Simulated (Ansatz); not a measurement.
# HN–SH, doublet: the ladder up to UCCSDT(Q)

Geometry: a PBE0/def2-TZVP stationary point for this spin, not checked as a minimum.

```xyz
4

N     0.0000   -0.1878    1.0997
S     0.0000    0.0962   -0.5000
H     0.0000    0.7404    1.5312
H     0.0000   -1.1895   -0.9067
```

Basis cc-pVDZ; Ansatz 0.2.0. Correlated methods freeze the noble-gas cores, which leaves 13 electrons in 36 orbitals. R marks a restricted (for open shells ROHF) determinant, U an unrestricted one. Active spaces: valence = (13e, 10o) chosen from the atoms' valence shells.

Full CI isn't at hand for all of this; UCCSDT(Q) serves as the reference, and is uncertain by about the last step of the cluster series. The frozen core follows each run's orbitals, which can shift R against U totals by a few meV.

For open shells CISD is restricted-active-space CI with the open shells as a complete middle space.

The UHF ⟨S²⟩ is 0.765. The T1 diagnostic (RCCSD) is 0.0329, the largest doubles amplitude (RCCSD) is 0.044 and the T1 diagnostic (UCCSD) is 0.0276.

| level | E − E(RHF) (eV) |
| --- | --- |
| UHF | -0.1721 |
| RMP2 | -7.7344 |
| UMP2 | -7.7120 |
| RCCSD | -8.5816 |
| UCCSD | -8.5866 |
| RCCSD(T) | -8.8250 |
| UCCSD(T) | -8.8247 |

Q: Estimate how far UCCSDT(Q) in cc-pVDZ lies from RCCSD(T). The table doesn't fix it; the size of (T) and the diagnostics are the guide.

A: UCCSDT(Q) in cc-pVDZ lies 4.4 kJ/mol below RCCSD(T), which is 19 % of the (T) step (-23.5 kJ/mol). T1 is raised, but (T) still catches most of what CCSD lacks. The miss exceeds 1 kcal/mol.

The other levels:

| level | E − E(UCCSDT(Q)) (kJ/mol) | share of correlation (%) | wall time |
| --- | --- | --- | --- |
| CISD | 100.2 | 88.29 | 2.3 s |
| BCCD(T) | 3.9 | 99.54 | 0.9 s |
| RCCSDT | 2.1 | 99.75 | – |
| UCCSDT | 2.0 | 99.76 | – |
| RCCSDT(Q) | 0.1 | 99.99 | 13 s |
| CASSCF (valence space) | 643.8 | 24.77 | – |
| NEVPT2 (valence space) | 124.7 | 85.42 | 1.8 s |
| MRCISD (valence space) | 53.4 | 93.76 | – |
| MRCISD+Q (valence space) | 5.1 | 99.40 | 3.2 s |
| MRCISD+Q(relaxed) (valence space) | 1.2 | 99.85 | 4.4 s |

The correlation energy at UCCSDT(Q), counted from RHF, is -8.870 eV. That run took 11 s on 1 thread of AMD EPYC 9R45, shared host.

Times hold each run's SCF and search for its determinant on a shared host, so for small cases they say little of a method's own cost; they ran on 1 thread of AMD EPYC 9R45.

Natural occupations of CASSCF (valence space) about the gap: 1.984 1.982 1.973 1.965 1.015 0.041 0.026 0.024; effectively unpaired electrons, Σ n²(2−n)², 1.02.

Atomization energy (electronic, same basis, no zero-point term; atoms at the same level, unrestricted beside the R rows where the molecule is a closed shell, with restricted open-shell steps beyond CCSDT(Q)) at UCCSDT(Q): 874.5 kJ/mol. Errors of other levels:

| level | error (kJ/mol) |
| --- | --- |
| RHF | -335.1 |
| UHF | -336.0 |
| RMP2 | -13.2 |
| UMP2 | -14.3 |
| CISD | -85.7 |
| RCCSD | -21.4 |
| UCCSD | -21.4 |
| RCCSD(T) | -2.7 |
| UCCSD(T) | -3.0 |
| BCCD(T) | -2.3 |
| RCCSDT | -1.5 |
| UCCSDT | -1.7 |
| RCCSDT(Q) | 0.1 |
| CASSCF (valence space) | -123.1 |
| NEVPT2 (valence space) | -9.4 |
| MRCISD (valence space) | -37.9 |
| MRCISD+Q (valence space) | -11.3 |
| MRCISD+Q(relaxed) (valence space) | -7.4 |

This basis is far from its limit, so the value isn't to be set against a measured one. Truncated CI isn't size-consistent, which counts against it in atomization.
